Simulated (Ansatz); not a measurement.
Input file:

```yaml
crystal:
  periodic: [false, false, false]
  atoms:
    - {symbol: P, position_ang: [0.000000, 0.000000, 0.000000]}
    - {symbol: Ga, position_ang: [0.000000, 0.000000, 2.129300]}
basis:
  gaussian: {orbitals: aug-cc-pVTZ}
total_charge: -1
magnetization: {spin_polarized: true, initial_magnetization: 3}
hamiltonian: {xc: {name: PBE0}}
output: {forces: true, orbitals: {seedname: orbitals}}
```

```sh
$ ansatz run in.yaml --threads 2 --pin off --events-out ev --progress --plain --max-ram 24576MiB --backend cuda --devices 0, --max-vram 18GiB
```

Log:

```
835 factors; their error is unknown
mean field evaluation 1: about -61653.9993 eV, gradient 1.5e1 eV
mean field evaluation 2: about -61653.6398 eV, gradient 1.7e1 eV
mean field evaluation 4: about -61655.2758 eV, gradient 1.7e0 eV
mean field evaluation 8: about -61655.3033 eV, gradient 5.1e-2 eV
mean field evaluation 16: about -61655.5755 eV, gradient 1.0e-3 eV
mean field evaluation 32: about -61655.3012 eV, gradient 1.6e-1 eV
mean field evaluation 64: about -61655.2188 eV, gradient 7.1e-2 eV
mean field evaluation 96: about -61655.2175 eV, gradient 2.3e-1 eV
mean field evaluation 128: about -61655.5510 eV, gradient 2.5e0 eV
mean field -61655.83813366 eV, -2265.8102595838 hartree, gradient 1.9e-5 eV, S^2 3.759241; 14 other end points of the search recorded, 0 dependent functions left out
the calculation of the forces begins
reference -61655.83816270 eV, -2265.8102606511 hartree; 25, 22 occupied and 84, 87 virtual orbitals, 835 factors
Total energy: -61655.83816270 eV, -2265.8102606511 hartree
Atom 0 at     0.000000     0.000000     0.000000 Å, force     0.000000    -0.000000    -2.490916 eV/Å
Atom 1 at     0.000000     0.000000     2.129300 Å, force     0.000000    -0.000000     2.490916 eV/Å
Dipole moment:     0.000000    -0.000000    -0.060445 e Å
```

Forces (eV/Å):
```
P    0.000  0.000 -2.491
Ga   0.000  0.000  2.491
```

Ran on 2 threads of AMD EPYC 7R13 with a shared H100 80 GB, shared host: 21 s wall, 0.79 GiB peak host memory.
